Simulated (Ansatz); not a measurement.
Seven cases of atomisation energy with Al to Br (electronic energies, kcal/mol); geometries: B3LYP-D3(BJ)/def2-TZVP. The cases were drawn at random from those of this class that have a high level and all functionals, leaving out states under which another spin lies or may lie. Left out are anions, K, Ca, elements past Kr, ionisation of Li, Na and Mg, pi-pi* triplets of linear molecules and other triplets made from a closed-shell parent. Runs that doubt their state, and full CI more than 15 mEh from coupled cluster, are set aside; a case stays where another high level and all functionals remain. AFQMC serves as high level only in triple zeta or larger, with a steady walk, a bar under 0.8 kcal/mol and agreement with other high levels or trials where they ran; where none ran, an unstable determinant or (outside 3d species) a high T1 diagnostic also bars it, so strongly correlated cases are thinned. No case was kept or dropped by the size of a functional's miss. High levels with a bar over 0.5 kcal/mol are left out too, and the seventh case lies inside the range of the six. Affinities count positive where energy is released, gaps as the second state minus the first. PBE0 is by Ansatz (a quantum-chemistry and plane-wave program) in def2-TZVPD. High levels (Ansatz): P = CCSD(T)/CBS(cc-pV(Q+d)Z,cc-pV(5+d)Z) + [CCSDT(Q) - CCSD(T)]/cc-pV(D+d)Z + core + X2C; Q = CCSD(T)/CBS(cc-pV(Q+d)Z,cc-pV(5+d)Z) + [CCSDT(Q) - CCSD(T)]/cc-pV(Q+d)Z + [CCSDTQ - CCSDT(Q)]/cc-pV(D+d)Z + core + X2C; R = CCSD(T)/CBS(cc-pV(T+d)Z,cc-pV(Q+d)Z) + [CCSDT(Q) - CCSD(T)]/cc-pV(D+d)Z + core + X2C; S = CCSD(T)/CBS(cc-pVQZ,cc-pV5Z) + [CCSDT(Q) - CCSD(T)]/cc-pV5Z + [FCI - CCSDT(Q)]/cc-pVDZ; T = CCSD(T)/CBS(cc-pVQZ,cc-pV5Z) + [CCSDT(Q) - CCSD(T)]/cc-pVQZ + [CCSDTQ - CCSDT(Q)]/cc-pVDZ; U = CCSD(T)/CBS(cc-pVQZ,cc-pV5Z) + [CCSDT(Q) - CCSD(T)]/cc-pVTZ + [CCSDTQ - CCSDT(Q)]/cc-pVDZ; V = CCSD(T)/CBS(cc-pVTZ,cc-pVQZ) + [CCSDT(Q) - CCSD(T)]/cc-pVDZ. UHF or UKS for unpaired electrons; spin-orbit terms are left out. Correlated methods leave the cores frozen (noble-gas shells, and filled d and f shells in the p block). Rows without X2C or -DK are non-relativistic. CBS(X,Y): correlation extrapolated as X^-3, Hartree-Fock from the larger set (Q,5: extrapolated as (X+1)exp(-9√X)). A bracket is a step between two methods taken in the basis named. Functionals run without relativity, which enters their misses. 'core' is core correlation in cc-pwCVTZ (1s frozen past Ne), 'X2C' scalar relativity in cc-pVTZ-DK, both at CCSD(T). Full CI freezes restricted core orbitals, also for open shells; the composite that ends in it estimates full CI at the basis-set limit. For partners of very few electrons the exact lower level stands in for a higher one. Spin-orbit terms, left out, reach several kcal/mol for Br and I, and more for heavier atoms. The restricted determinant of H2Ge ([GeH2], singlet) is unstable towards broken spin symmetry in at least one set run.

```tsv
case	PBE0	level	high level
GeF (SMILES [F][Ge], doublet)	120.9	T	124.5
C3H7Br (2-bromopropane, SMILES CC(C)Br)	978.5	V	976.5
HSeO (SMILES O[Se], doublet)	174.9	U	178.2
PH3 (phosphane, SMILES P)	237.3	Q	241.8
C2H4Cl2 (1,1-dichloroethane, SMILES CC(Cl)Cl)	671.9	R	671.3
GeH2 (SMILES [GeH2])	137.1	S	141.5
C2H2ClF (SMILES F/C=C\Cl)	554.1	P	withheld
```

Q: Fit a straight line from PBE0 to the high level over the first six rows by least squares, predict the seventh, and compare with the calculation.

A: Means: PBE0 386.77, high level 388.97. Sxx = 631696, Sxy = 626914, slope 0.9924, intercept +5.14 kcal/mol; residual standard deviation 0.8 kcal/mol. Seventh row: 0.9924·(554.1) +5.14 = 555.0 kcal/mol. The calculation gave 550.7 kcal/mol: the line differs from it by +4.3, PBE0 itself by +3.4.
